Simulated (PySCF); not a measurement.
# C4H6F2: the cost of one run

Computed with PySCF 2.14.0, with density-fitted response routines of our own, on a single molecule in the gas phase. Atoms are numbered from 0 throughout.

## (1) Starting geometry

12 atoms, charge 0, multiplicity 1; geometry from: GFN2-xTB. The atoms were then displaced at random by about 0.01 Å, so the start is not that level's minimum.

Bonds of the start (Å): C0–C1 1.50, C1–C2 1.48, C2–C3 1.36, C3–F4 1.33, C3–F5 1.31, C0–H6 1.09, C0–H7 1.08, C0–H8 1.11, C1–H9 1.08, C1–H10 1.10, C2–H11 1.09.

## (2) Geometry optimisation at PBE0-D3(BJ)/def2-SVP

The job: settings as JSON, then the geometry in Å.

```
{"job": {"xc": "PBE0", "basis": "def2-SVP", "d3": "d3bj", "grid": 1, "shake": 0.01, "kind": "geom"}, "charge": 0, "multiplicity": 1}
C     -1.591490     0.049660    -0.263460
C     -0.300510    -0.700060    -0.183660
C      0.694060     0.054490     0.617350
C      1.887930     0.507930     0.143500
F      2.292470     0.336300    -1.108760
F      2.754260     1.194520     0.844570
H     -2.004880     0.255560     0.726090
H     -2.326340    -0.489740    -0.841020
H     -1.463270     1.038390    -0.740320
H      0.092420    -0.879980    -1.173420
H     -0.486540    -1.664180     0.304740
H      0.491580     0.268820     1.665370
```

Started as:

```console
> OMP_NUM_THREADS=1 python probes_run.py task.json out
```

The driver reads the jobs from task.json and runs them one after another.

Q: Estimate the wall time and peak memory of this first job on 1 thread of Intel Xeon Platinum 8259CL at 2.50GHz, shared host.

About 49 s, with a peak of 0.47 GiB.
